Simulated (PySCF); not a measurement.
phenol (C₆H₆O), SMILES Oc1ccccc1.

The structure is a stationary point at TPSSh-D3(BJ)/def2-SVP. Other conformers were not sampled.

Level of theory: HF/def2-TZVP run with PySCF.

Isolated molecule, no solvent.

Computed frontier levels, gap, dipole moment and polarisability:
| Property | Result |
|---|---|
| highest occupied level | -8.55 eV |
| lowest empty level | 3.20 eV |
| orbital gap | 11.75 eV |
| dipole moment | 0.291 e·Å |
| quadrupole, principal values (traceless, Buckingham form, about the centre of nuclear charge) | -9.47, -2.39, 11.86 D·Å |
| mean static polarisability | 68.4 bohr³ (10.13 Å³) |
| polarisability, principal values | 41.0, 79.0, 85.2 bohr³ |
